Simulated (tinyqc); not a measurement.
UHF in the sto-3g basis, for LiH, spin multiplicity 3, step by step (part 2 of 3). Computed by tinyqc, a small Python program that keeps every step (integrals from PySCF). Command: `OMP_NUM_THREADS=1 python tinyqc.py 23215 23216 out.jsonl` (the two numbers bound the seeds that draw the settings). One thread of a shared host (Intel(R) Xeon(R) Processor @ 2.60GHz), about 0.09 s of CPU time with the checks.

Geometry (angstrom):
```
atom         x         y         z
Li    0.000000  0.000000  0.000000
H     0.000000  0.000000  1.519000
```

## Iteration 3: building the Fock matrix

D(alpha) after iteration 2, order 1Li 1s, 1Li 2s, 1Li 2px, 1Li 2py, 1Li 2pz, 2H 1s:
```
[[1.052780, -0.202316, 0.000000, 0.000000, 0.090313, -0.062579],
 [-0.202316, 0.874896, 0.000000, 0.000000, -0.399592, -0.023080],
 [0.000000, 0.000000, 0.000000, 0.000000, 0.000000, 0.000000],
 [0.000000, 0.000000, 0.000000, 0.000000, 0.000000, 0.000000],
 [0.090313, -0.399592, 0.000000, 0.000000, 0.238383, 0.212787],
 [-0.062579, -0.023080, 0.000000, 0.000000, 0.212787, 0.736250]]
```

D(beta) after iteration 2, order 1Li 1s, 1Li 2s, 1Li 2px, 1Li 2py, 1Li 2pz, 2H 1s:
```
[[0.982255, 0.034447, 0.000000, 0.000000, 0.007528, -0.000685],
 [0.034447, 0.001208, 0.000000, 0.000000, 0.000264, -0.000024],
 [0.000000, 0.000000, 0.000000, 0.000000, 0.000000, 0.000000],
 [0.000000, 0.000000, 0.000000, 0.000000, 0.000000, 0.000000],
 [0.007528, 0.000264, 0.000000, 0.000000, 0.000058, -0.000005],
 [-0.000685, -0.000024, 0.000000, 0.000000, -0.000005, 0.000000]]
```

core Hamiltonian H = T + V (hartree), order 1Li 1s, 1Li 2s, 1Li 2px, 1Li 2py, 1Li 2pz, 2H 1s:
```
[[-4.754467, -1.068576, 0.000000, 0.000000, -0.017852, -0.360522],
 [-1.068576, -1.404853, 0.000000, 0.000000, -0.126504, -0.744762],
 [0.000000, 0.000000, -1.143501, 0.000000, 0.000000, 0.000000],
 [0.000000, 0.000000, 0.000000, -1.143501, 0.000000, 0.000000],
 [-0.017852, -0.126504, 0.000000, 0.000000, -1.245190, -0.878400],
 [-0.360522, -0.744762, 0.000000, 0.000000, -0.878400, -1.507800]]
```

Two-electron integrals (ij|kl) in chemists' order, unique and non-zero (hartree):
```
(11|11) 1.680395   (21|11) 0.265420   (21|21) 0.049941   (22|11) 0.397727
(22|21) 0.092860   (22|22) 0.290562   (31|31) 0.008981   (32|31) 0.013788
(32|32) 0.064184   (33|11) 0.396640   (33|21) 0.092880   (33|22) 0.290497
(33|33) 0.312946   (41|41) 0.008981   (42|41) 0.013788   (42|42) 0.064184
(43|43) 0.016869   (44|11) 0.396640   (44|21) 0.092880   (44|22) 0.290497
(44|33) 0.279207   (44|44) 0.312946   (51|51) 0.008981   (52|51) 0.013788
(52|52) 0.064184   (53|53) 0.016869   (54|54) 0.016869   (55|11) 0.396640
(55|21) 0.092880   (55|22) 0.290497   (55|33) 0.279207   (55|44) 0.279207
(55|55) 0.312946   (61|11) 0.084895   (61|21) 0.016042   (61|22) 0.030282
(61|33) 0.029924   (61|44) 0.029924   (61|51) 0.001894   (61|52) 0.003631
(61|55) 0.031011   (61|61) 0.005632   (62|11) 0.163801   (62|21) 0.038529
(62|22) 0.123414   (62|33) 0.117539   (62|44) 0.117539   (62|51) 0.006312
(62|52) 0.035223   (62|55) 0.135034   (62|61) 0.014687   (62|62) 0.081939
(63|31) 0.003433   (63|32) 0.015025   (63|53) 0.005722   (63|63) 0.006590
(64|41) 0.003433   (64|42) 0.015025   (64|54) 0.005722   (64|64) 0.006590
(65|11) 0.193041   (65|21) 0.045963   (65|22) 0.153139   (65|33) 0.143043
(65|44) 0.143043   (65|51) 0.009860   (65|52) 0.053853   (65|55) 0.173136
(65|61) 0.018386   (65|62) 0.112259   (65|65) 0.156757   (66|11) 0.346535
(66|21) 0.083049   (66|22) 0.288633   (66|33) 0.263969   (66|44) 0.263969
(66|51) 0.016613   (66|52) 0.108065   (66|55) 0.337478   (66|61) 0.033452
(66|62) 0.234820   (66|65) 0.335562   (66|66) 0.774606
```

nuclear repulsion = 1.04511628 hartree

J_ij = sum D_kl (ij|kl) with D = D(alpha) + D(beta), K_ij = sum D_kl (ik|jl) for each spin; F = H + J - K(s); E = tr D H + tr D J / 2 - 0.5 sum_s tr D(s) K(s) + E_nn.

Coulomb J (hartree), order 1Li 1s, 1Li 2s, 1Li 2px, 1Li 2py, 1Li 2pz, 2H 1s:
```
[[4.092553, 0.703769, 0.000000, 0.000000, 0.006641, 0.229835],
 [0.703769, 1.370183, 0.000000, 0.000000, 0.051831, 0.648845],
 [0.000000, 0.000000, 1.343076, 0.000000, 0.000000, 0.000000],
 [0.000000, 0.000000, 0.000000, 1.343076, 0.000000, 0.000000],
 [0.006641, 0.051831, 0.000000, 0.000000, 1.417102, 0.818036],
 [0.229835, 0.648845, 0.000000, 0.000000, 0.818036, 1.625638]]
```

exchange K(alpha) (hartree), order 1Li 1s, 1Li 2s, 1Li 2px, 1Li 2py, 1Li 2pz, 2H 1s:
```
[[1.701110, 0.273475, 0.000000, 0.000000, 0.002899, 0.093548],
 [0.273475, 0.349314, 0.000000, 0.000000, -0.016870, 0.258090],
 [0.000000, 0.000000, 0.070215, 0.000000, 0.000000, 0.000000],
 [0.000000, 0.000000, 0.000000, 0.070215, 0.000000, 0.000000],
 [0.002899, -0.016870, 0.000000, 0.000000, 0.320007, 0.345235],
 [0.093548, 0.258090, 0.000000, 0.000000, 0.345235, 0.720732]]
```

exchange K(beta) (hartree), order 1Li 1s, 1Li 2s, 1Li 2px, 1Li 2py, 1Li 2pz, 2H 1s:
```
[[1.668806, 0.276119, 0.000000, 0.000000, 0.002947, 0.090868],
 [0.276119, 0.055748, 0.000000, 0.000000, 0.000855, 0.018626],
 [0.000000, 0.000000, 0.009845, 0.000000, 0.000000, 0.000000],
 [0.000000, 0.000000, 0.000000, 0.009845, 0.000000, 0.000000],
 [0.002947, 0.000855, 0.000000, 0.000000, 0.009850, 0.002581],
 [0.090868, 0.018626, 0.000000, 0.000000, 0.002581, 0.006927]]
```

F(alpha) (hartree), order 1Li 1s, 1Li 2s, 1Li 2px, 1Li 2py, 1Li 2pz, 2H 1s:
```
[[-2.363024, -0.638282, 0.000000, 0.000000, -0.014110, -0.224236],
 [-0.638282, -0.383983, 0.000000, 0.000000, -0.057804, -0.354006],
 [0.000000, 0.000000, 0.129360, 0.000000, 0.000000, 0.000000],
 [0.000000, 0.000000, 0.000000, 0.129360, 0.000000, 0.000000],
 [-0.014110, -0.057804, 0.000000, 0.000000, -0.148095, -0.405599],
 [-0.224236, -0.354006, 0.000000, 0.000000, -0.405599, -0.602894]]
```

F(beta) (hartree), order 1Li 1s, 1Li 2s, 1Li 2px, 1Li 2py, 1Li 2pz, 2H 1s:
```
[[-2.330719, -0.640927, 0.000000, 0.000000, -0.014158, -0.221556],
 [-0.640927, -0.090418, 0.000000, 0.000000, -0.075529, -0.114543],
 [0.000000, 0.000000, 0.189731, 0.000000, 0.000000, 0.000000],
 [0.000000, 0.000000, 0.000000, 0.189731, 0.000000, 0.000000],
 [-0.014158, -0.075529, 0.000000, 0.000000, 0.162062, -0.062946],
 [-0.221556, -0.114543, 0.000000, 0.000000, -0.062946, 0.110911]]
```

total energy of this density = -7.76164871 hartree

## Iteration 3: DIIS over 3 matrices

error matrix X^T (FDS - SDF) X (alpha):
```
[[0.000000, -0.000208, 0.000000, 0.000000, -0.000670, 0.000378],
 [0.000208, 0.000000, 0.000000, 0.000000, 0.002659, -0.001181],
 [0.000000, 0.000000, 0.000000, 0.000000, 0.000000, 0.000000],
 [0.000000, 0.000000, 0.000000, 0.000000, 0.000000, 0.000000],
 [0.000670, -0.002659, 0.000000, 0.000000, 0.000000, 0.001034],
 [-0.000378, 0.001181, 0.000000, 0.000000, -0.001034, 0.000000]]
```

B (overlaps of the stored error matrices):
```
[[3.3918290e-02, 1.1873747e-02, 2.5740074e-04],
 [1.1873747e-02, 4.3053962e-03, 1.4171480e-04],
 [2.5740074e-04, 1.4171480e-04, 2.6539520e-05]]
```

Minimise |sum c_i e_i|^2 with sum c_i = 1: solve [B -1; -1 0][c; lambda] = [0; -1] with B_ij = tr e_i^T e_j summed over both spins, and take F = sum c_i F_i.

DIIS coefficients: [0.127256, -0.389964, 1.262707]

extrapolated F(alpha) (hartree), order 1Li 1s, 1Li 2s, 1Li 2px, 1Li 2py, 1Li 2pz, 2H 1s:
```
[[-2.363312, -0.638235, 0.000000, 0.000000, -0.013985, -0.224190],
 [-0.638235, -0.384142, 0.000000, 0.000000, -0.058090, -0.353492],
 [0.000000, 0.000000, 0.129204, 0.000000, 0.000000, 0.000000],
 [0.000000, 0.000000, 0.000000, 0.129204, 0.000000, 0.000000],
 [-0.013985, -0.058090, 0.000000, 0.000000, -0.146624, -0.404229],
 [-0.224190, -0.353492, 0.000000, 0.000000, -0.404229, -0.601699]]
```

extrapolated F(beta) (hartree), order 1Li 1s, 1Li 2s, 1Li 2px, 1Li 2py, 1Li 2pz, 2H 1s:
```
[[-2.330759, -0.641091, 0.000000, 0.000000, -0.013779, -0.221522],
 [-0.641091, -0.090559, 0.000000, 0.000000, -0.075072, -0.114402],
 [0.000000, 0.000000, 0.189708, 0.000000, 0.000000, 0.000000],
 [0.000000, 0.000000, 0.000000, 0.189708, 0.000000, 0.000000],
 [-0.013779, -0.075072, 0.000000, 0.000000, 0.161875, -0.062692],
 [-0.221522, -0.114402, 0.000000, 0.000000, -0.062692, 0.111511]]
```

## Iteration 3: diagonalisation and new density

X, order 1Li 1s, 1Li 2s, 1Li 2px, 1Li 2py, 1Li 2pz, 2H 1s:
```
[[1.022986, -0.127084, 0.000000, 0.000000, -0.002391, 0.000754],
 [-0.127084, 1.123110, 0.000000, 0.000000, 0.126562, -0.301575],
 [0.000000, 0.000000, 1.000000, 0.000000, 0.000000, 0.000000],
 [0.000000, 0.000000, 0.000000, 1.000000, 0.000000, 0.000000],
 [-0.002391, 0.126562, 0.000000, 0.000000, 1.159655, -0.381191],
 [0.000754, -0.301575, 0.000000, 0.000000, -0.381191, 1.259062]]
```

Diagonalise F' = X^T F X, C = X C', fill 3 alpha and 1 beta electrons from the bottom; D(s) = C_occ C_occ^T. Each column has its largest component positive (the first on a tie).

F' = X^T F X (alpha) (hartree):
```
[[-2.313709, -0.327056, 0.000000, 0.000000, -0.008757, -0.048473],
 [-0.327056, -0.160532, 0.000000, 0.000000, 0.106123, -0.239688],
 [0.000000, 0.000000, 0.129204, 0.000000, 0.000000, 0.000000],
 [0.000000, 0.000000, 0.000000, 0.129204, 0.000000, 0.000000],
 [-0.008757, 0.106123, 0.000000, 0.000000, 0.083713, -0.354336],
 [-0.048473, -0.239688, 0.000000, 0.000000, -0.354336, -0.367105]]
```

orbital energies (alpha) (hartree): [-2.365817, -0.608889, -0.152917, 0.129204, 0.129204, 0.369991]

coefficients C (alpha), order 1Li 1s, 1Li 2s, 1Li 2px, 1Li 2py, 1Li 2pz, 2H 1s:
```
[[0.991161, -0.126368, -0.234112, 0.000000, 0.000000, -0.097368],
 [0.031571, 0.144024, 0.929330, 0.000000, 0.000000, 0.706469],
 [0.000000, 0.000000, 0.000000, 0.988923, 0.148427, 0.000000],
 [0.000000, 0.000000, 0.000000, -0.148427, 0.988923, 0.000000],
 [0.004159, 0.166296, -0.449773, 0.000000, 0.000000, 1.129674],
 [0.007672, 0.843971, -0.165443, 0.000000, 0.000000, -1.040084]]
```

F' = X^T F X (beta) (hartree):
```
[[-2.274211, -0.367608, 0.000000, 0.000000, -0.001063, -0.072273],
 [-0.367608, 0.088271, 0.000000, 0.000000, 0.005488, -0.163909],
 [0.000000, 0.000000, 0.189708, 0.000000, 0.000000, 0.000000],
 [0.000000, 0.000000, 0.000000, 0.189708, 0.000000, 0.000000],
 [-0.001063, 0.005488, 0.000000, 0.000000, 0.276918, -0.223583],
 [-0.072273, -0.163909, 0.000000, 0.000000, -0.223583, 0.321729]]
```

orbital energies (beta) (hartree): [-2.333605, -0.001580, 0.188042, 0.189708, 0.189708, 0.559851]

coefficients C (beta), order 1Li 1s, 1Li 2s, 1Li 2px, 1Li 2py, 1Li 2pz, 2H 1s:
```
[[0.990998, -0.199571, -0.194018, 0.000000, 0.000000, 0.055754],
 [0.035005, 0.575749, 0.816797, 0.000000, 0.000000, -0.620180],
 [0.000000, 0.000000, 0.000000, 0.915969, -0.401250, 0.000000],
 [0.000000, 0.000000, 0.000000, 0.401250, 0.915969, 0.000000],
 [0.006714, 0.402146, -0.559860, 0.000000, 0.000000, -1.015343],
 [-0.000405, 0.408348, -0.271891, 0.000000, 0.000000, 1.257307]]
```

D(alpha) after iteration 3, order 1Li 1s, 1Li 2s, 1Li 2px, 1Li 2py, 1Li 2pz, 2H 1s:
```
[[1.053177, -0.204476, 0.000000, 0.000000, 0.088405, -0.060315],
 [-0.204476, 0.885394, 0.000000, 0.000000, -0.393906, -0.031957],
 [0.000000, 0.000000, 0.000000, 0.000000, 0.000000, 0.000000],
 [0.000000, 0.000000, 0.000000, 0.000000, 0.000000, 0.000000],
 [0.088405, -0.393906, 0.000000, 0.000000, 0.229967, 0.214792],
 [-0.060315, -0.031957, 0.000000, 0.000000, 0.214792, 0.739718]]
```

D(beta) after iteration 3, order 1Li 1s, 1Li 2s, 1Li 2px, 1Li 2py, 1Li 2pz, 2H 1s:
```
[[0.982077, 0.034690, 0.000000, 0.000000, 0.006654, -0.000401],
 [0.034690, 0.001225, 0.000000, 0.000000, 0.000235, -0.000014],
 [0.000000, 0.000000, 0.000000, 0.000000, 0.000000, 0.000000],
 [0.000000, 0.000000, 0.000000, 0.000000, 0.000000, 0.000000],
 [0.006654, 0.000235, 0.000000, 0.000000, 0.000045, -0.000003],
 [-0.000401, -0.000014, 0.000000, 0.000000, -0.000003, 0.000000]]
```

Within a degenerate level the vectors are fixed only up to a rotation; this is one choice.

## Iteration 4: building the Fock matrix

As before.

Coulomb J (hartree), order 1Li 1s, 1Li 2s, 1Li 2px, 1Li 2py, 1Li 2pz, 2H 1s:
```
[[4.092249, 0.703700, 0.000000, 0.000000, 0.006742, 0.229838],
 [0.703700, 1.370103, 0.000000, 0.000000, 0.052465, 0.649143],
 [0.000000, 0.000000, 1.343066, 0.000000, 0.000000, 0.000000],
 [0.000000, 0.000000, 0.000000, 1.343066, 0.000000, 0.000000],
 [0.006742, 0.052465, 0.000000, 0.000000, 1.416879, 0.818503],
 [0.229838, 0.649143, 0.000000, 0.000000, 0.818503, 1.626757]]
```

exchange K(alpha) (hartree), order 1Li 1s, 1Li 2s, 1Li 2px, 1Li 2py, 1Li 2pz, 2H 1s:
```
[[1.701206, 0.273339, 0.000000, 0.000000, 0.002878, 0.093556],
 [0.273339, 0.349851, 0.000000, 0.000000, -0.015842, 0.257954],
 [0.000000, 0.000000, 0.070486, 0.000000, 0.000000, 0.000000],
 [0.000000, 0.000000, 0.000000, 0.070486, 0.000000, 0.000000],
 [0.002878, -0.015842, 0.000000, 0.000000, 0.318317, 0.345401],
 [0.093556, 0.257954, 0.000000, 0.000000, 0.345401, 0.721433]]
```

exchange K(beta) (hartree), order 1Li 1s, 1Li 2s, 1Li 2px, 1Li 2py, 1Li 2pz, 2H 1s:
```
[[1.668686, 0.276234, 0.000000, 0.000000, 0.002645, 0.090826],
 [0.276234, 0.055813, 0.000000, 0.000000, 0.000769, 0.018625],
 [0.000000, 0.000000, 0.009853, 0.000000, 0.000000, 0.000000],
 [0.000000, 0.000000, 0.000000, 0.009853, 0.000000, 0.000000],
 [0.002645, 0.000769, 0.000000, 0.000000, 0.009859, 0.002554],
 [0.090826, 0.018625, 0.000000, 0.000000, 0.002554, 0.006919]]
```

F(alpha) (hartree), order 1Li 1s, 1Li 2s, 1Li 2px, 1Li 2py, 1Li 2pz, 2H 1s:
```
[[-2.363424, -0.638215, 0.000000, 0.000000, -0.013988, -0.224241],
 [-0.638215, -0.384601, 0.000000, 0.000000, -0.058197, -0.353573],
 [0.000000, 0.000000, 0.129080, 0.000000, 0.000000, 0.000000],
 [0.000000, 0.000000, 0.000000, 0.129080, 0.000000, 0.000000],
 [-0.013988, -0.058197, 0.000000, 0.000000, -0.146628, -0.405297],
 [-0.224241, -0.353573, 0.000000, 0.000000, -0.405297, -0.602477]]
```

F(beta) (hartree), order 1Li 1s, 1Li 2s, 1Li 2px, 1Li 2py, 1Li 2pz, 2H 1s:
```
[[-2.330904, -0.641110, 0.000000, 0.000000, -0.013755, -0.221511],
 [-0.641110, -0.090563, 0.000000, 0.000000, -0.074808, -0.114243],
 [0.000000, 0.000000, 0.189712, 0.000000, 0.000000, 0.000000],
 [0.000000, 0.000000, 0.000000, 0.189712, 0.000000, 0.000000],
 [-0.013755, -0.074808, 0.000000, 0.000000, 0.161829, -0.062450],
 [-0.221511, -0.114243, 0.000000, 0.000000, -0.062450, 0.112037]]
```

total energy of this density = -7.76168165 hartree

## Iteration 4: DIIS over 4 matrices

error matrix X^T (FDS - SDF) X (alpha):
```
[[0.000000, -0.000042, 0.000000, 0.000000, -0.000148, 0.000096],
 [0.000042, 0.000000, 0.000000, 0.000000, 0.000650, -0.000419],
 [0.000000, 0.000000, 0.000000, 0.000000, 0.000000, 0.000000],
 [0.000000, 0.000000, 0.000000, 0.000000, 0.000000, 0.000000],
 [0.000148, -0.000650, 0.000000, 0.000000, 0.000000, 0.000006],
 [-0.000096, 0.000419, 0.000000, 0.000000, -0.000006, 0.000000]]
```

B (overlaps of the stored error matrices):
```
[[3.3918290e-02, 1.1873747e-02, 2.5740074e-04, 1.9290542e-05],
 [1.1873747e-02, 4.3053962e-03, 1.4171480e-04, 1.3228125e-05],
 [2.5740074e-04, 1.4171480e-04, 2.6539520e-05, 4.8056033e-06],
 [1.9290542e-05, 1.3228125e-05, 4.8056033e-06, 1.2660520e-06]]
```

As before.

DIIS coefficients: [-0.034955, 0.108118, -0.486363, 1.413200]

extrapolated F(alpha) (hartree), order 1Li 1s, 1Li 2s, 1Li 2px, 1Li 2py, 1Li 2pz, 2H 1s:
```
[[-2.363506, -0.638201, 0.000000, 0.000000, -0.013973, -0.224256],
 [-0.638201, -0.384813, 0.000000, 0.000000, -0.058288, -0.353543],
 [0.000000, 0.000000, 0.129009, 0.000000, 0.000000, 0.000000],
 [0.000000, 0.000000, 0.000000, 0.129009, 0.000000, 0.000000],
 [-0.013973, -0.058288, 0.000000, 0.000000, -0.146449, -0.405558],
 [-0.224256, -0.353543, 0.000000, 0.000000, -0.405558, -0.602628]]
```

extrapolated F(beta) (hartree), order 1Li 1s, 1Li 2s, 1Li 2px, 1Li 2py, 1Li 2pz, 2H 1s:
```
[[-2.330965, -0.641140, 0.000000, 0.000000, -0.013694, -0.221502],
 [-0.641140, -0.090584, 0.000000, 0.000000, -0.074643, -0.114165],
 [0.000000, 0.000000, 0.189712, 0.000000, 0.000000, 0.000000],
 [0.000000, 0.000000, 0.000000, 0.189712, 0.000000, 0.000000],
 [-0.013694, -0.074643, 0.000000, 0.000000, 0.161784, -0.062327],
 [-0.221502, -0.114165, 0.000000, 0.000000, -0.062327, 0.112305]]
```

## Iteration 4: diagonalisation and new density

As before.

F' = X^T F X (alpha) (hartree):
```
[[-2.313933, -0.326873, 0.000000, 0.000000, -0.008677, -0.048597],
 [-0.326873, -0.161399, 0.000000, 0.000000, 0.106232, -0.239452],
 [0.000000, 0.000000, 0.129009, 0.000000, 0.000000, 0.000000],
 [0.000000, 0.000000, 0.000000, 0.129009, 0.000000, 0.000000],
 [-0.008677, 0.106232, 0.000000, 0.000000, 0.084924, -0.356009],
 [-0.048597, -0.239452, 0.000000, 0.000000, -0.356009, -0.367346]]
```

orbital energies (alpha) (hartree): [-2.366007, -0.609947, -0.153534, 0.129009, 0.129009, 0.371734]

coefficients C (alpha), order 1Li 1s, 1Li 2s, 1Li 2px, 1Li 2py, 1Li 2pz, 2H 1s:
```
[[0.991169, -0.126163, -0.234442, 0.000000, 0.000000, -0.096757],
 [0.031517, 0.143228, 0.931084, 0.000000, 0.000000, 0.704320],
 [0.000000, 0.000000, 0.000000, -0.269229, 0.963076, 0.000000],
 [0.000000, 0.000000, 0.000000, 0.963076, 0.269229, 0.000000],
 [0.004134, 0.167196, -0.447035, 0.000000, 0.000000, 1.130628],
 [0.007737, 0.843792, -0.166844, 0.000000, 0.000000, -1.040006]]
```

F' = X^T F X (beta) (hartree):
```
[[-2.274414, -0.367629, 0.000000, 0.000000, -0.001026, -0.072284],
 [-0.367629, 0.088253, 0.000000, 0.000000, 0.005862, -0.163941],
 [0.000000, 0.000000, 0.189712, 0.000000, 0.000000, 0.000000],
 [0.000000, 0.000000, 0.000000, 0.189712, 0.000000, 0.000000],
 [-0.001026, 0.005862, 0.000000, 0.000000, 0.276690, -0.223442],
 [-0.072284, -0.163941, 0.000000, 0.000000, -0.223442, 0.322540]]
```

orbital energies (beta) (hartree): [-2.333810, -0.001055, 0.187697, 0.189712, 0.189712, 0.560238]

coefficients C (beta), order 1Li 1s, 1Li 2s, 1Li 2px, 1Li 2py, 1Li 2pz, 2H 1s:
```
[[0.991000, -0.199722, -0.193826, 0.000000, 0.000000, 0.055851],
 [0.034999, 0.576676, 0.815693, 0.000000, 0.000000, -0.620771],
 [0.000000, 0.000000, 0.000000, -0.341199, 0.939991, 0.000000],
 [0.000000, 0.000000, 0.000000, 0.939991, 0.341199, 0.000000],
 [0.006673, 0.402152, -0.561234, 0.000000, 0.000000, -1.014582],
 [-0.000403, 0.407572, -0.270909, 0.000000, 0.000000, 1.257770]]
```

D(alpha) after iteration 4, order 1Li 1s, 1Li 2s, 1Li 2px, 1Li 2py, 1Li 2pz, 2H 1s:
```
[[1.053296, -0.205116, 0.000000, 0.000000, 0.087807, -0.059671],
 [-0.205116, 0.888425, 0.000000, 0.000000, -0.392150, -0.034247],
 [0.000000, 0.000000, 0.000000, 0.000000, 0.000000, 0.000000],
 [0.000000, 0.000000, 0.000000, 0.000000, 0.000000, 0.000000],
 [0.087807, -0.392150, 0.000000, 0.000000, 0.227812, 0.215696],
 [-0.059671, -0.034247, 0.000000, 0.000000, 0.215696, 0.739881]]
```

D(beta) after iteration 4, order 1Li 1s, 1Li 2s, 1Li 2px, 1Li 2py, 1Li 2pz, 2H 1s:
```
[[0.982081, 0.034684, 0.000000, 0.000000, 0.006613, -0.000400],
 [0.034684, 0.001225, 0.000000, 0.000000, 0.000234, -0.000014],
 [0.000000, 0.000000, 0.000000, 0.000000, 0.000000, 0.000000],
 [0.000000, 0.000000, 0.000000, 0.000000, 0.000000, 0.000000],
 [0.006613, 0.000234, 0.000000, 0.000000, 0.000045, -0.000003],
 [-0.000400, -0.000014, 0.000000, 0.000000, -0.000003, 0.000000]]
```

Within a degenerate level the vectors are fixed only up to a rotation; this is one choice.
